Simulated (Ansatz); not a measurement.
Geometry optimisation, RKS B3LYP-D4/def2-mTZVP in Ansatz 0.2.0.

input.yaml

```yaml
crystal:
  periodic: [false, false, false]
  atoms:
    - { symbol: C, position_ang: [-0.76596, 1.15599, -0.58603] }
    - { symbol: B, position_ang: [0.11781, -0.06591, -0.21049] }
    - { symbol: Si, position_ang: [0.91499, -1.40982, 0.70844] }
    - { symbol: H, position_ang: [-1.80756, 1.00827, -0.29237] }
    - { symbol: H, position_ang: [-0.76541, 1.43658, -1.64171] }
    - { symbol: H, position_ang: [0.49326, 0.3386, -1.24214] }
    - { symbol: H, position_ang: [2.22545, -1.34022, 1.35658] }
    - { symbol: H, position_ang: [0.50051, -2.81353, 0.69294] }
basis:
  gaussian: { orbitals: def2-mTZVP }
hamiltonian:
  xc: b3lyp
  dispersion: d4
relax:
  f_tol: 0.02
  max_steps: 50
```

Run as:

```bash
$ ansatz run input.yaml --threads 1 --pin off --max-ram 2048MiB --backend cpu --events-out ev --progress --plain --runs-dir out
```

**Question.** Where does it end, and by what steps?

**Answer.** The run converged. After 26 steps the energy has fallen by 3.010 eV; H7 moved furthest, 2.10 Å. Joined: C1–Si3 (3.33 → 2.10 Å).

```json
{"step": "0", "energy less start (eV)": "0.0000", "largest force component (eV/Å)": "3.201", "accepted": "yes"}
{"step": "1", "energy less start (eV)": "-0.7475", "largest force component (eV/Å)": "2.813", "accepted": "yes"}
{"step": "2", "energy less start (eV)": "-1.3366", "largest force component (eV/Å)": "1.423", "accepted": "yes"}
{"step": "3", "energy less start (eV)": "-1.7021", "largest force component (eV/Å)": "1.490", "accepted": "yes"}
{"step": "4", "energy less start (eV)": "-1.9904", "largest force component (eV/Å)": "1.088", "accepted": "yes"}
{"step": "5", "energy less start (eV)": "-2.1214", "largest force component (eV/Å)": "0.704", "accepted": "yes"}
{"step": "6", "energy less start (eV)": "-2.1772", "largest force component (eV/Å)": "0.718", "accepted": "yes"}
{"step": "7", "energy less start (eV)": "-2.2479", "largest force component (eV/Å)": "0.514", "accepted": "yes"}
{"step": "8", "energy less start (eV)": "-2.2949", "largest force component (eV/Å)": "0.244", "accepted": "yes"}
{"step": "9", "energy less start (eV)": "-2.3870", "largest force component (eV/Å)": "0.513", "accepted": "yes"}
{"step": "10", "energy less start (eV)": "-2.4984", "largest force component (eV/Å)": "0.709", "accepted": "yes"}
{"step": "11", "energy less start (eV)": "-2.5959", "largest force component (eV/Å)": "0.535", "accepted": "yes"}
{"step": "12", "energy less start (eV)": "-2.7057", "largest force component (eV/Å)": "0.398", "accepted": "yes"}
{"step": "13", "energy less start (eV)": "-2.7560", "largest force component (eV/Å)": "0.554", "accepted": "yes"}
{"step": "14", "energy less start (eV)": "-2.8033", "largest force component (eV/Å)": "0.415", "accepted": "yes"}
{"step": "15", "energy less start (eV)": "-2.8147", "largest force component (eV/Å)": "0.354", "accepted": "yes"}
{"step": "16", "energy less start (eV)": "-2.8315", "largest force component (eV/Å)": "0.144", "accepted": "yes"}
{"step": "17", "energy less start (eV)": "-2.8451", "largest force component (eV/Å)": "0.251", "accepted": "yes"}
{"step": "18", "energy less start (eV)": "-2.8586", "largest force component (eV/Å)": "0.731", "accepted": "yes"}
{"step": "19", "energy less start (eV)": "-2.8833", "largest force component (eV/Å)": "0.729", "accepted": "yes"}
{"step": "20", "energy less start (eV)": "-2.9301", "largest force component (eV/Å)": "0.439", "accepted": "yes"}
{"step": "21", "energy less start (eV)": "-2.9713", "largest force component (eV/Å)": "0.348", "accepted": "yes"}
{"step": "22", "energy less start (eV)": "-2.9986", "largest force component (eV/Å)": "0.250", "accepted": "yes"}
{"step": "23", "energy less start (eV)": "-3.0068", "largest force component (eV/Å)": "0.131", "accepted": "yes"}
{"step": "24", "energy less start (eV)": "-3.0098", "largest force component (eV/Å)": "0.065", "accepted": "yes"}
{"step": "25", "energy less start (eV)": "-3.0101", "largest force component (eV/Å)": "0.039", "accepted": "yes"}
{"step": "26", "energy less start (eV)": "-3.0102", "largest force component (eV/Å)": "0.006", "accepted": "yes"}
```

```xyz
8
Properties=species:S:1:pos:R:3
C -0.287 0.673 -0.379
B -0.530 -0.638 -1.021
Si 0.595 -1.039 0.467
H -0.615 0.969 0.615
H 0.030 1.541 -0.955
H -0.565 -0.957 -2.159
H 0.260 -0.823 1.889
H 2.024 -1.415 0.328
```

Whether the end is a true minimum wasn't checked by a vibrational analysis.

The run took 2.6 min on 1 thread of AMD EPYC (Zen 3) (shared host), peak memory 0.14 GiB.
